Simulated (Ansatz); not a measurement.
AlH3S, SMILES `[AlH2][SH]`, charge 0, multiplicity 1.

**Question.** Give a relaxed structure at PBE0-D4/def2-TZVP (Ansatz 0.2.0). (Best estimate.)

**Answer.** Computed: 
```xyz
5

Al    0.5264    0.0919   -0.3727
S    -1.4607    0.5235    0.4163
H     1.0790    1.0807   -1.4722
H     1.3098   -1.1652    0.1790
H    -1.4545   -0.5309    1.2496
```
Point group Cs.
